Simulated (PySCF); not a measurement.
## Working with the constants of AlF⁺

UHF-CCSD(T) constants of AlF⁺, ²Σ⁺ (doublet), unpaired electrons σ ↑ (Al def2-TZVPPD, F def2-TZVPPD; no relativity (PySCF 2.14); masses 26.9815 and 18.9984 u):

```
ωe            : 941.4 cm⁻¹
ωexe          : 4.79 cm⁻¹
Be            : 0.58673 cm⁻¹
αe            : 0.00445 cm⁻¹
De to Al⁺ + F : 3.18 eV
```

(1) What force constant and bond length do these constants imply?

(2) Estimate the centrifugal constant D from the Kratzer relation and find the Dunham coefficient a1.

Correlated steps freeze 6 core orbitals. For an ion De counts to the pair picked by the measured ionisation energies or electron affinities, which need not be the lowest pair at this level. The state is the lowest determinant that a PBE0 search found; another state may lie lower at other levels.

## Answers

(1) Reduced mass μred = 11.148 u; k = 5.8918×10⁻⁷·μred·ωe² (u, cm⁻¹, mdyn/Å) = 5.82 mdyn/Å; Re = √(16.8576/(μred·Be)) (u, cm⁻¹, Å) = 1.605 Å.

(2) D = 4Be³/ωe² = 9.12e-07 cm⁻¹; a1 = −1 − αeωe/(6Be²) = -3.03.
